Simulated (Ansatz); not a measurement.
Two isomers of C3H8N2: A = `CNC(C)=N`, B = `C=NCNC`.

Isolated molecules relaxed with PBE0-D4/def2-TZVP in Ansatz; ΔE leaves out vibrations. CBS: MP2 limit from def2 TZ/QZ plus the TZ coupled-cluster correction, frozen cores. DFT in def2-TZVPP. B3LYP here is the variant with VWN-RPA as its local correlation; programs differ in this. One conformer a species, not always the lowest.

A:

Z-matrix (Å, degrees):
```
C
N 1 1.439
H 1 1.090 2 109.0
H 1 1.096 2 112.3 3 121.4
H 1 1.091 2 109.7 3 -119.4
C 2 1.363 1 120.7 3 175.7
H 2 1.004 1 117.8 3 -28.2
N 6 1.277 2 119.7 1 -8.0
C 6 1.505 2 114.1 1 173.0
H 8 1.014 6 110.2 2 -177.1
H 9 1.089 6 110.6 2 175.3
H 9 1.094 6 110.6 2 -64.7
H 9 1.093 6 110.8 2 54.7
```

B:

```xyz
13

C     0.141   -1.235   -1.659
N    -0.086   -0.032   -1.374
C    -0.966    0.242   -0.248
N    -0.365    1.076    0.751
C     0.787    0.487    1.401
H     0.802   -1.478   -2.491
H    -0.300   -2.077   -1.105
H    -1.304   -0.690    0.233
H    -1.846    0.757   -0.647
H    -0.121    1.970    0.343
H     0.479   -0.427    1.917
H     1.612    0.230    0.722
H     1.167    1.178    2.157
```

**Question.** Which is lower in electronic energy at CCSD(T)/CBS, and by how much? (Best estimate.)

**Answer.** Computed: A, by 98.4 kJ/mol.

**Question.** Give E(B) − E(A) in kJ/mol with B3LYP-D4, CCSD(T)/def2-TZVPP, B2PLYP, ωB97M-V, r2SCAN-D4, CCSD/def2-TZVPP, PBE0-D4. (An estimate is asked.)

**Answer.** The calculation gave: B3LYP-D4 102.6, CCSD(T)/def2-TZVPP 94.8, B2PLYP 101.6, ωB97M-V 103.2, r2SCAN-D4 111.2, CCSD/def2-TZVPP 94.6, PBE0-D4 108.2. None reverses the order clearly.

Largest T1 diagnostic: 0.012.
